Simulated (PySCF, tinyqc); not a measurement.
Inside a calculation. Method: RHF in the sto-3g basis, for H2O, spin multiplicity 1. The lowest restricted solution is unstable here: a spin-polarised one lies 0.0010 hartree lower (PySCF). One step of it, computed by the program tinyqc.

Problem. Orthogonalisation. S = U s U^T; symmetric (Loewdin) form X = U s^(-1/2) U^T, so that X^T S X = 1.

overlap S:
```
           1O 1s     1O 2s    1O 2px     1O 2py    1O 2pz     2H 1s      3H 1s
1O 1s   1.000000  0.236704  0.000000   0.000000  0.000000  0.025685   0.025685
1O 2s   0.236704  1.000000  0.000000   0.000000  0.000000  0.294610   0.294610
1O 2px  0.000000  0.000000  1.000000   0.000000  0.000000  0.000000   0.000000
1O 2py  0.000000  0.000000  0.000000   1.000000  0.000000  0.232469  -0.232469
1O 2pz  0.000000  0.000000  0.000000   0.000000  1.000000  0.147757   0.147757
2H 1s   0.025685  0.294610  0.000000   0.232469  0.147757  1.000000   0.093364
3H 1s   0.025685  0.294610  0.000000  -0.232469  0.147757  0.093364   1.000000
```

Give: eigenvalues of S; X.

Solution.

eigenvalues of S: 0.536  0.621  0.898  1.000  1.091  1.285  1.569

X:
```
         1O 1s   1O 2s  1O 2px  1O 2py  1O 2pz   2H 1s   3H 1s
1O 1s    1.023  -0.131   0.000   0.000  -0.004   0.015   0.015
1O 2s   -0.131   1.097   0.000   0.000   0.037  -0.162  -0.162
1O 2px   0.000   0.000   1.000   0.000   0.000   0.000   0.000
1O 2py   0.000   0.000   0.000   1.048   0.000  -0.135   0.135
1O 2pz  -0.004   0.037   0.000   0.000   1.018  -0.079  -0.079
2H 1s    0.015  -0.162   0.000  -0.135  -0.079   1.071  -0.031
3H 1s    0.015  -0.162   0.000   0.135  -0.079  -0.031   1.071
```
